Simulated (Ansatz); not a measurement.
System: bcc Mo. Method: PBEsol in Ansatz (PAW).

Settings: plane-wave cutoff 500 eV, 4×4×4 k mesh, Fermi–Dirac smearing 0.1 eV, cell of 54 sites, scalar-relativistic PAW data made under PBE.

Task: Give the computed vacancy formation energy and vacancy formation energy before relaxation.

Result: 
- vacancy formation energy: 3.03 eV
- vacancy formation energy before relaxation: 3.10 eV

Measured, for comparison: vacancy formation energy 3.12 ± 0.1 eV (midpoint of the printed range, monovacancy, our sources range from 3.12 to 3.60; as tabulated in Byggmästar et al. (2020), arXiv:2006.14365). Computed (rounded) less measured: vacancy formation energy not scored (sources differ).

Note: energies are extrapolated to zero smearing, and mesh and cell size move such values by some hundredths of an eV or more.

Static lattice: no zero-point or thermal effects.

It cost roughly 30 core-minutes of CPU time.

Ansatz is a program for electronic structure.
